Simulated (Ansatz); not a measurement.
# C2H5N, singlet: energies of several shapes or isomers

Computed with Ansatz's Gaussian-basis code (development build). Basis cc-pVDZ, nonrelativistic, no frozen core; active space CAS(4,3). Restricted Hartree–Fock, then the lowest state-specific CASSCF solution met for each case. Single-reference values can break down or jump between states where bonds are stretched. Unlike active orbitals can shift such differences by tenths of an eV, at times by over 1 eV.

Case A:

```xyz
8

C    -0.0117   -0.2385    1.2245
C     0.0405    0.4564    0.0800
N     0.0096   -0.0824   -1.2118
H    -0.0134   -1.3241    1.2374
H    -0.0784    0.2733    2.1753
H     0.0312    1.5439    0.0959
H    -0.9031   -0.4423   -1.4731
H     0.7239   -0.7817   -1.3798
```

Case B:

```xyz
8

C     0.0184    0.1993   -1.2482
C    -0.0004   -0.4365   -0.0689
N    -0.0972    0.1678    1.1902
H     0.0289    1.2828   -1.3161
H    -0.0010   -0.3598   -2.1741
H    -0.0203   -1.5233   -0.0303
H     0.1342    1.1563    1.1780
H     0.4311   -0.3075    1.9131
```

Energy less that of case A, in eV:

```csv
case,RHF/ROHF,CASSCF
B,-0.331,-0.257
```

(1) What does SC-NEVPT2 give for these differences?

Answers

(1) B: -0.357 eV (-8.2 kcal/mol).
